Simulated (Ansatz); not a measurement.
Molecule (SMILES): [C-]#[S+] (C-S).
Atoms: C1, S2. Bonds: C1-S2.

Basis-set convergence of the optimised C1-S2 bond length at HF with Ansatz (an electronic-structure program). Cartesian d functions, on some or all atoms, in 6-31+G*, 6-311+G**; all else is spherical. The program fits the integrals of some runs and decomposes those of others, by size. No added dispersion term, no relativity. Reference: the value in pcseg-4, 1.5095 Å, itself unsure by roughly 0.0001 Å (its mean distance from aug-pcseg-3, aug-cc-pV(Q+d)Z, cc-pV(5+d)Z). Deviations are taken from unrounded values.

```csv
basis,functions
pcseg-0,22
pcseg-1,32
6-31+G*,42
6-311+G**,53
"6-311++G(2d,2p)",62
pcseg-2,64
"6-311++G(3df,3pd)",86
cc-pCVTZ,102
pcseg-3,124
pcseg-4,206
```

### Question
Which is the smallest set listed that can be trusted to 0.005 Å here, that is, within that of the reference together with its larger relatives (same family, alike in diffuse functions; a set with none to test it counts only in the reference's own line)?

### Answer
The smallest set listed that lies within 0.005 Å of the reference with all its larger relatives (same family, alike in diffuse functions; a set with none counts only in the reference's own line) is 6-311++G(2d,2p) (62 functions, 0.0033 Å off). Inside, with no larger relative to test it: cc-pCVTZ. Value minus reference: pcseg-0 0.0494, pcseg-1 0.0077, 6-31+G* 0.0081, 6-311+G** 0.0060, 6-311++G(2d,2p) 0.0033, pcseg-2 0.0017, 6-311++G(3df,3pd) 0.0009, cc-pCVTZ 0.0024, pcseg-3 0.0001, pcseg-4 0.0000 Å.
